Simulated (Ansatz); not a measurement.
Ansatz (a first-principles code) input:

Ansatz 0.2 input:
```yaml
crystal:
  periodic: [false, false, false]
  atoms:
    - {symbol: C, position_ang: [-0.00432437, 0.02028414, 0.24123333]}
    - {symbol: Cl, position_ang: [-0.00996143, 1.69455556, -0.10333736]}
    - {symbol: Cl, position_ang: [1.45636296, -0.80980330, -0.07562598]}
    - {symbol: Cl, position_ang: [-1.44574347, -0.82755249, -0.11520153]}
basis:
  gaussian:
    orbitals: def2-TZVP
hamiltonian:
  xc: b3lyp
  dispersion: d3bj
magnetization: {spin_polarized: true, initial_magnetization: 1}
relax: {f_tol: 0.002, max_steps: 150}
```

**Question.** What final total energy does it print?

**Answer.** -1418.74672 Eh (B3LYP-D3(BJ)/def2-TZVP). The basis has 142 functions.

It need not be the lowest isomer of its formula.
